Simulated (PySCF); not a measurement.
Peak assignment

Geometry:
```tsv
atom	x (Å)	y (Å)	z (Å)
C1	1.985	0.131	0.072
C2	0.789	0.033	0.027
C3	-0.625	-0.165	-0.024
N4	-1.245	-1.267	-0.033
C5	-1.363	1.064	-0.070
N6	-1.906	2.070	-0.107
H7	3.030	0.239	0.111
H8	-0.656	-2.096	0.000
```

Theory: PBE0/pcSseg-1 with gauge-including orbitals, geometry: GFN2-xTB, in PySCF (non-relativistic, gas phase, one conformer).

Referencing at the same level of theory: TMS for 13C (σ = 186.93 ppm), 1H (σ = 31.72 ppm).

(1) Assign these signals to the numbered atoms. 13C{1H} NMR (computed): δ 139.7 (C), 119.8 (C), 91.6 (CH), 82.1 (C).

(2) Assign these signals to the numbered atoms. 1H NMR (600 MHz, computed): δ 13.35 (br s, 1H), 3.04 (s, 1H).

## Answers

(1) 
| δ (ppm) | atoms | environment | reason |
| --- | --- | --- | --- |
| 139.7 | C3 | carbon bonded to 2 C, N | – |
| 119.8 | C5 | carbon bonded to C, N | – |
| 91.6 | C1 | carbon bonded to C, H | – |
| 82.1 | C2 | carbon bonded to 2 C | – |

(2) 
| δ (ppm) | atoms | environment | reason |
| --- | --- | --- | --- |
| 13.35 | H8 | hydrogen on a nitrogen bonded to C | – |
| 3.04 | H7 | hydrogen on a carbon bonded to C | – |

OH and NH positions are those of a molecule without intermolecular hydrogen bonds; in solution they move with solvent, concentration and temperature, and exchange usually removes their couplings. Shifts are as computed. Against solution values, carbons near 30 ppm lie about +3 ppm off and those near 130 ppm about +5 ppm. Of 1211 compounds with measured shifts, 218 miss one by over three times the rms of a fit or turn the order of signals round; such compounds aren't used in these exercises.
